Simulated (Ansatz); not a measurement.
OS, SMILES `O=S` (lower triplet) (charge 0, multiplicity 3). The linear singlet lies higher and needs more than one determinant, so no gap is given.

The numbers are results of frozen-core CCSDTQ/6-31g // B3LYP-D3(BJ)/def2-TZVP (Ansatz, a first-principles code), not measurements.

Ansatz 0.2 input:
```yaml
crystal:
  periodic: [false, false, false]
  atoms:
    - { symbol: O, position_ang: [0.744952, -0.000004, -0.000003] }
    - { symbol: S, position_ang: [-0.744952, 0.000004, 0.000003] }
basis:
  gaussian: { orbitals: "6-31g" }
correlation:
  method: ccsdtq
magnetization:
  spin_polarized: true
  initial_magnetization: 2
```

Output:

```
Functional definition: HF
393 factors; integrals over basis functions are off by at most 4.4e-8 eV
mean field evaluation 1: about -12848.6923 eV, gradient 1.5e1 eV
mean field evaluation 2: about -12848.8463 eV, gradient 1.6e1 eV
mean field evaluation 4: about -12850.0809 eV, gradient 1.6e0 eV
mean field evaluation 8: about -12850.1311 eV, gradient 2.3e-1 eV
mean field evaluation 16: about -12850.1335 eV, gradient 1.0e-5 eV
mean field evaluation 32: about -12850.1233 eV, gradient 2.1e-1 eV
mean field evaluation 64: about -12846.8270 eV, gradient 2.8e-1 eV
mean field evaluation 96: about -12846.8563 eV, gradient 5.7e-3 eV
mean field -12850.13347497 eV, -472.2336950717 hartree, gradient 1.6e-6 eV, S^2 2.026600; 5 other end points of the search recorded, 0 dependent functions left out
determinant -12850.13347497 eV, -472.2336950717 hartree, with singles and doubles -12854.89675225 eV, -472.4087422832 hartree
determinant -12846.85625644 eV, -472.1132595124 hartree, with singles and doubles -12850.13806808 eV, -472.2338638657 hartree
6 core orbitals not correlated
reference -12850.13347497 eV, -472.2336950717 hartree; 7, 5 occupied and 9, 11 virtual orbitals, 393 factors
second order -4.75729813 eV of doubles, -0.00000000 eV of singles
cycle   1  -4.51968183 eV  change    2.4e-1 eV  update   7.3e-2
cycle   2  -4.81096986 eV  change   -2.9e-1 eV  update   3.3e-2
cycle   3  -4.90560463 eV  change   -9.5e-2 eV  update   1.4e-2
cycle   4  -4.91056972 eV  change   -5.0e-3 eV  update   4.4e-3
cycle   5  -4.91375451 eV  change   -3.2e-3 eV  update   2.2e-3
cycle   6  -4.91305821 eV  change    7.0e-4 eV  update   6.7e-4
cycle   7  -4.91278772 eV  change    2.7e-4 eV  update   2.8e-4
cycle   8  -4.91284825 eV  change   -6.1e-5 eV  update   1.0e-4
cycle   9  -4.91287714 eV  change   -2.9e-5 eV  update   5.2e-5
cycle  10  -4.91287287 eV  change    4.3e-6 eV  update   2.7e-5
cycle  11  -4.91286810 eV  change    4.8e-6 eV  update   1.2e-5
cycle  12  -4.91286772 eV  change    3.8e-7 eV  update   5.3e-6
cycle  13  -4.91286822 eV  change   -5.0e-7 eV  update   2.2e-6
cycle  14  -4.91287029 eV  change   -2.1e-6 eV  update   1.0e-6
cycle  15  -4.91287020 eV  change    9.0e-8 eV  update   4.3e-7
Total energy: -12855.04634516 eV, -472.4142397214 hartree
```
